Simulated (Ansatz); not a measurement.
# CH5Al (SMILES [CH3][AlH2]): levels of theory compared

Wanted: a comparison of 6 runs (UHF/STO-3G, PBE/STO-3G, UPBE0/STO-3G, r2SCAN0/STO-3G, RPA@PBE/STO-3G, CCSDTQ/STO-3G) of CH5Al. 

The calculation is run with Ansatz 0.2.0.

43 further runs of the same task are left out: 1 that didn't finish, 42 set aside as unsound or not needed.

## Step 1: The molecule

CH5Al: 7 atoms, total charge 0, spin state singlet. As SMILES, `[CH3][AlH2]`. The H4–C1 distance was set to 2.194 Å, away from the relaxed value. At this shape a bond of the SMILES string is far longer than usual.

Bond lengths: C1–Al2 1.950 Å, C1–H3 1.093 Å, C1–H5 1.093 Å, Al2–H6 1.590 Å, Al2–H7 1.590 Å. Angles: C1–Al2–H6 120.6°, C1–Al2–H7 120.6°, Al2–C1–H3 112.6°, Al2–C1–H5 112.5°, H6–Al2–H7 118.8°, H3–C1–H5 108.6°.

## Step 2: A single-point energy at UHF/STO-3G (run 1)

in.yaml

```yaml
crystal:
  periodic: [false, false, false]
  atoms:
    - {symbol: C, position_ang: [0.237390, -1.084794, 0.407188]}
    - {symbol: Al, position_ang: [1.248790, 0.389106, 1.187388]}
    - {symbol: H, position_ang: [-0.377210, -1.608794, 1.143488]}
    - {symbol: H, position_ang: [-1.134400, -0.306400, -1.118200]}
    - {symbol: H, position_ang: [0.879290, -1.814694, -0.092912]}
    - {symbol: H, position_ang: [0.701890, 1.160106, 2.466088]}
    - {symbol: H, position_ang: [2.620690, 0.862406, 0.537288]}
basis:
  gaussian:
    orbitals: STO-3G
magnetization:
  spin_polarized: true
  initial_magnetization: 0
hamiltonian:
  xc: hf
accuracy: high
```

On the command line:

```console
$ ansatz run in.yaml --threads 1 --pin off --max-ram 2610MiB --events-out events.jsonl --progress --plain --runs-dir runs
```

The program printed:

```text
Warning: RAYON_NUM_THREADS=1 ignored (pool sized by the plan → 1); use --threads N
Functional definition: HF
  name "HF"
  exchange = exact_x
  correlation = 0
333 factors; integrals over basis functions are off by at most 9.6e-9 eV
mean field evaluation 1: about -7591.5303 eV, gradient 1.2e1 eV
mean field evaluation 2: about -7591.5410 eV, gradient 1.2e1 eV
mean field evaluation 4: about -7593.1559 eV, gradient 1.7e0 eV
mean field evaluation 8: about -7593.1906 eV, gradient 1.8e-2 eV
mean field evaluation 16: about -7595.9002 eV, gradient 1.2e-1 eV
mean field evaluation 32: about -7595.8751 eV, gradient 6.4e-5 eV
mean field -7595.87508863 eV, -279.1432608383 hartree, gradient 1.5e-8 eV, S^2 0.895223; 3 other end points of the search recorded, 0 dependent functions left out
reference -7595.87508863 eV, -279.1432608383 hartree; 12, 12 occupied and 7, 7 virtual orbitals, 333 factors
Total energy: -7595.87508863 eV, -279.1432608383 hartree
```

Run time: 0.18 s. Hardware: 1 thread of Arm Neoverse V1, shared host.

## Step 3: The energy at PBE/STO-3G (run 2)

job.yaml

```yaml
crystal:
  periodic: [false, false, false]
  atoms:
    - symbol: C
      position_ang: [0.237390, -1.084794, 0.407188]
    - symbol: Al
      position_ang: [1.248790, 0.389106, 1.187388]
    - symbol: H
      position_ang: [-0.377210, -1.608794, 1.143488]
    - symbol: H
      position_ang: [-1.134400, -0.306400, -1.118200]
    - symbol: H
      position_ang: [0.879290, -1.814694, -0.092912]
    - symbol: H
      position_ang: [0.701890, 1.160106, 2.466088]
    - symbol: H
      position_ang: [2.620690, 0.862406, 0.537288]
basis:
  gaussian: {orbitals: STO-3G}
hamiltonian: {xc: pbe}
accuracy: high
```

On the command line:

```console
$ ansatz run job.yaml --threads 1 --pin off --max-ram 2610MiB --events-out events.jsonl --progress --plain --runs-dir runs
```

The program printed:

```text
Warning: RAYON_NUM_THREADS=1 ignored (pool sized by the plan → 1); use --threads N
Functional definition: PBE
  name "PBE"
  parameter kappa = 0.804
  parameter beta = 0.06672455060314922
  exchange = pbe_x(kappa = kappa, mu = beta*pi^2/3)
  correlation = pbe_c(beta = beta)
333 factors; integrals over basis functions are off by at most 9.6e-9 eV
mean field evaluation 1: about -7609.7595 eV, gradient 2.3e1 eV
mean field evaluation 2: about -7608.8981 eV, gradient 2.4e1 eV
mean field evaluation 4: about -7611.5440 eV, gradient 2.1e0 eV
mean field evaluation 8: about -7611.5576 eV, gradient 7.2e-2 eV
mean field evaluation 16: about -7611.4516 eV, gradient 6.8e-6 eV
mean field -7611.45162127 eV, -279.7156878545 hartree, gradient 2.5e-8 eV, S^2 0.000000; 0 other end points of the search recorded, 0 dependent functions left out
reference -7611.45162345 eV, -279.7156879347 hartree; 12, 12 occupied and 7, 7 virtual orbitals, 333 factors
Total energy: -7611.45162345 eV, -279.7156879347 hartree
```

Wall time 1.2 s (1 thread of Arm Neoverse V1, shared host); peak memory 0.098 GiB.

Runs 3 to 5 aren't shown in full; the table further down has their settings and results.

## Step 4: The energy at CCSDTQ/STO-3G (run 6)

input.yaml

```yaml
crystal:
  periodic: [false, false, false]
  atoms:
    - {symbol: C, position_ang: [0.237390, -1.084794, 0.407188]}
    - {symbol: Al, position_ang: [1.248790, 0.389106, 1.187388]}
    - {symbol: H, position_ang: [-0.377210, -1.608794, 1.143488]}
    - {symbol: H, position_ang: [-1.134400, -0.306400, -1.118200]}
    - {symbol: H, position_ang: [0.879290, -1.814694, -0.092912]}
    - {symbol: H, position_ang: [0.701890, 1.160106, 2.466088]}
    - {symbol: H, position_ang: [2.620690, 0.862406, 0.537288]}
basis:
  gaussian:
    orbitals: STO-3G
total_charge: 0
correlation:
  method: ccsdtq
  frozen_orbitals: {Al: 5, C: 1, H: 0}
accuracy: high
scf:
  omitted_lower_state_checks: [cluster_reference, increment]
```

On the command line:

```console
$ ansatz run input.yaml --threads 1 --pin off --max-ram 2610MiB --events-out events.jsonl --progress --plain --runs-dir runs
```

The program printed:

```text
Warning: RAYON_NUM_THREADS=1 ignored (pool sized by the plan → 1); use --threads N
[... 12 lines left out ...]
6 core orbitals not correlated: weight in the atoms' cores, before any rotation towards them, 0.999 or more for the frozen orbitals, at most 0.000 for the correlated occupied ones
[... 29 lines left out ...]
WARN: these amplitudes may be one of several solutions (largest doubles amplitude 0.47, level shift 4.92 eV)
Total energy: -7599.18264927 eV, -279.2648114497 hartree
Checks for a lower state left out: cluster_reference, increment
```

Run time: 4.5 s. Hardware: 1 thread of Arm Neoverse V1, shared host; peak memory 0.1 GiB.

## Step 5: Overview of the runs

| run | level | frozen core orbitals | energy (Eh) | wall time |
| --- | --- | --- | --- | --- |
| 1 | UHF/STO-3G | – | -279.143261 | 0.18 s |
| 2 | PBE/STO-3G | – | -279.715688 | 1.2 s |
| 3 | UPBE0/STO-3G | – | -279.764185 | 5.1 s |
| 4 | r2SCAN0/STO-3G | – | -279.851236 | 2.9 s |
| 5 | RPA@PBE/STO-3G | 6 | -279.307525 | 1.9 s |
| 6 | CCSDTQ/STO-3G | 6 | -279.264811 | 4.5 s |

## Step 6: Results

```
                                          quantity          value
                               run 6: total energy  -279.26481 Eh
run 6: correlation energy (6 core orbitals frozen)     -220.2 mEh
                              run 6: T1 diagnostic          0.018
```

**Reading.** Totals of different functionals can't be ranked against each other. In runs 5, 6 the log says that unrestricted orbitals would lower the reference, so the values rest on an unstable closed-shell determinant (other closed-shell runs at this shape may share the fault). In runs 1, 2, 3, 4, 5, 6 the basis is minimal, so the values are rough. Spin contamination of the reference: run 1 ⟨S²⟩ = 0.90, run 3 ⟨S²⟩ = 0.67. Where it is this large, the reference is a mixture of spin states, and values that rest on it are in doubt. All runs together took 16 s, the longest 5.1 s.
